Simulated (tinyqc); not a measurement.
Extended Hueckel theory, for CH4, step by step. One step of it, computed by the program tinyqc.

Problem. Mulliken analysis. P = C n C^T; charge = valence electrons (C 4, H 1) minus the sum of (P S)_ii on the atom; overlap population = 2 sum P_ij S_ij between two atoms.

coefficients, order 1C 2s, 1C 2px, 1C 2py, 1C 2pz, 2H 1s, 3H 1s, 4H 1s, 5H 1s:
$$\begin{pmatrix}
0.582469 & 0.000000 & 0.000000 & 0.000000 & 0.000000 & 0.000000 & 0.000000 & 1.758395 \\
0.000000 & -0.050065 & -0.215627 & 0.519575 & -0.073903 & -0.850633 & -0.796648 & 0.000000 \\
0.000000 & -0.248226 & 0.476567 & 0.173860 & -0.414018 & 0.765342 & -0.778798 & 0.000000 \\
0.000000 & 0.504814 & 0.212952 & 0.137019 & 1.089409 & 0.233155 & -0.350017 & 0.000000 \\
0.187835 & 0.108104 & 0.248057 & 0.434698 & -0.332184 & -0.081661 & 1.063375 & -0.734432 \\
0.187835 & -0.160516 & -0.473795 & 0.109241 & 0.413813 & 1.021219 & -0.183446 & -0.734432 \\
0.187835 & -0.367969 & 0.250857 & -0.252685 & 0.789483 & -0.763690 & -0.203162 & -0.734432 \\
0.187835 & 0.420382 & -0.025119 & -0.291254 & -0.871113 & -0.175868 & -0.676768 & -0.734432
\end{pmatrix}$$

occupations: [2.000000, 2.000000, 2.000000, 2.000000, 0.000000, 0.000000, 0.000000, 0.000000]

overlap S, order 1C 2s, 1C 2px, 1C 2py, 1C 2pz, 2H 1s, 3H 1s, 4H 1s, 5H 1s:
$$\begin{pmatrix}
1.000000 & 0.000000 & 0.000000 & 0.000000 & 0.514212 & 0.514212 & 0.514212 & 0.514212 \\
0.000000 & 1.000000 & 0.000000 & 0.000000 & 0.291149 & 0.291149 & -0.291149 & -0.291149 \\
0.000000 & 0.000000 & 1.000000 & 0.000000 & 0.291149 & -0.291149 & 0.291149 & -0.291149 \\
0.000000 & 0.000000 & 0.000000 & 1.000000 & 0.291149 & -0.291149 & -0.291149 & 0.291149 \\
0.514212 & 0.291149 & 0.291149 & 0.291149 & 1.000000 & 0.164228 & 0.164228 & 0.164228 \\
0.514212 & 0.291149 & -0.291149 & -0.291149 & 0.164228 & 1.000000 & 0.164228 & 0.164228 \\
0.514212 & -0.291149 & 0.291149 & -0.291149 & 0.164228 & 0.164228 & 1.000000 & 0.164228 \\
0.514212 & -0.291149 & -0.291149 & 0.291149 & 0.164228 & 0.164228 & 0.164228 & 1.000000
\end{pmatrix}$$

Give: charges; Overlap populations.

Solution.

charges: 1C -0.2090, 2H 0.0522, 3H 0.0522, 4H 0.0522, 5H 0.0522

Overlap populations:
```
pair      value
2-1    0.808351
3-1    0.808351
3-2   -0.034233
4-1    0.808351
4-2   -0.034233
4-3   -0.034233
5-1    0.808351
5-2   -0.034233
5-3   -0.034233
5-4   -0.034233
```
